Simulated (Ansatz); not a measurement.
Ansatz (a program for electronic structure) input (CCSD(T)/aug-cc-pV(D+d)Z):
A basis named .json is the Basis Set Exchange file of that set.

Ansatz 0.2 input:
```yaml
crystal:
  periodic: [false, false, false]
  atoms:
    - {symbol: C, position_ang: [-0.08418987, 1.42741835, -0.51191986]}
    - {symbol: S, position_ang: [0.17718637, -0.00065284, 0.57178962]}
    - {symbol: C, position_ang: [-0.09971911, -1.42697406, -0.51036667]}
    - {symbol: H, position_ang: [-0.09015291, 2.31038628, 0.12496582]}
    - {symbol: H, position_ang: [0.77169739, 1.46446615, -1.18355940]}
    - {symbol: H, position_ang: [-1.01598597, 1.32490158, -1.06155473]}
    - {symbol: H, position_ang: [-0.11528527, -2.30913124, 0.12747948]}
    - {symbol: H, position_ang: [-1.03034786, -1.31492304, -1.06011830]}
    - {symbol: H, position_ang: [0.75571041, -1.47406314, -1.18196043]}
    - {symbol: H, position_ang: [-1.00716386, 0.00614320, 1.21983281]}
basis:
  gaussian:
    orbitals: aug-cc-pV_D+d_Z.json
total_charge: 1
magnetization: {spin_polarized: false}
correlation: {method: ccsd_t, electrons: outside_noble_gas}
output: {forces: true}
```

Output:

```
Functional definition: HF
integrals: 0.35 GiB planned
1372 factors; integrals over basis functions are off by at most 1.0e-3 eV
mean field: 0.56 GiB planned
mean field evaluation 1: about -12978.6544 eV, gradient 3.8e1 eV
mean field evaluation 2: about -12978.6894 eV, gradient 3.8e1 eV
mean field evaluation 4: about -12982.4855 eV, gradient 2.9e0 eV
mean field evaluation 8: about -12982.5272 eV, gradient 1.4e-1 eV
mean field evaluation 16: about -12982.4782 eV, gradient 5.3e-1 eV
mean field -12982.52736143 eV, -477.0990806594 hartree, gradient 8.0e-6 eV, S^2 0.000000; 0 other end points of the search recorded, 0 dependent functions left out
7 core orbitals not correlated
reference -12982.52736143 eV, -477.0990806594 hartree; 10, 10 occupied and 124, 124 virtual orbitals, 1372 factors
densities: 1.91 GiB planned
second order -12.09851506 eV of doubles, -0.00000000 eV of singles
coupled cluster: 0.99 GiB planned
cycle   1  -13.08785195 eV  change   -9.9e-1 eV  update   7.6e-2
cycle   2  -13.47650831 eV  change   -3.9e-1 eV  update   2.3e-2
cycle   3  -13.51844514 eV  change   -4.2e-2 eV  update   7.3e-3
cycle   4  -13.51829996 eV  change    1.5e-4 eV  update   2.1e-3
cycle   5  -13.51808583 eV  change    2.1e-4 eV  update   6.6e-4
cycle   6  -13.51803758 eV  change    4.8e-5 eV  update   2.4e-4
cycle   7  -13.51804510 eV  change   -7.5e-6 eV  update   7.2e-5
cycle   8  -13.51804544 eV  change   -3.4e-7 eV  update   2.4e-5
cycle   9  -13.51803735 eV  change    8.1e-6 eV  update   6.7e-6
perturbative correction -0.43625536 eV, -0.0160320887 hartree
the calculation of the forces begins
Total energy: -12996.48165413 eV, -477.6118914577 hartree
Atom 0 at    -0.084190     1.427418    -0.511920 Å, force    -0.014898    -0.152349     0.058577 eV/Å
Atom 1 at     0.177186    -0.000653     0.571790 Å, force     0.283090    -0.001367     0.318281 eV/Å
Atom 2 at    -0.099719    -1.426974    -0.510367 Å, force    -0.013239     0.152565     0.058411 eV/Å
Atom 3 at    -0.090153     2.310386     0.124966 Å, force    -0.002935     0.381706     0.289003 eV/Å
Atom 4 at     0.771697     1.464466    -1.183559 Å, force     0.390780     0.001096    -0.295316 eV/Å
Atom 5 at    -1.015986     1.324902    -1.061555 Å, force    -0.432347    -0.062449    -0.242261 eV/Å
Atom 6 at    -0.115285    -2.309131     0.127479 Å, force    -0.007086    -0.381337     0.289418 eV/Å
Atom 7 at    -1.030348    -1.314923    -1.060118 Å, force    -0.431643     0.066886    -0.242332 eV/Å
Atom 8 at     0.755710    -1.474063    -1.181960 Å, force     0.390743    -0.005669    -0.295313 eV/Å
Atom 9 at    -1.007164     0.006143     1.219833 Å, force    -0.162464     0.000917     0.061531 eV/Å
Dipole moment:    -0.194216     0.001034    -0.041240 e Å
```

It need not be the lowest isomer of its formula.
